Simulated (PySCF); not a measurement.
Molecular orbitals of N2

CAM-B3LYP at R = 1.104 Å; basis N aug-cc-pVDZ; no relativity; PySCF 2.14. State: ¹Σg⁺ (singlet), closed shell. Only the outer orbitals are listed.

```tsv
orbital	occ.	ε (eV)	main shells (%)
σg	2	-33.07	75 s, 24 p
σu	2	-17.27	89 s, 12 p
πu	2	-14.67	97 p
πu	2	-14.67	97 p
σg	2	-13.85	67 p, 33 s
πg	0	0.48	98 p
πg	0	0.48	98 p
```

Task: Which are the highest filled and the lowest empty level, where do they sit, and how wide is the gap?

Result: Highest filled σg at -13.85 eV (in %: 67 p, 33 s); lowest empty πg at 0.48 eV (in %: 98 p); the gap at CAM-B3LYP is 14.33 eV. An empty level above zero is unbound, and its energy depends on the basis.

```json
{
 "bond order (Mayer)": "2.07",
 "⟨S²⟩": "0.000",
 "polarisability along the bond": "15.2 bohr³",
 "polarisability across the bond": "10.1 bohr³"
}
```
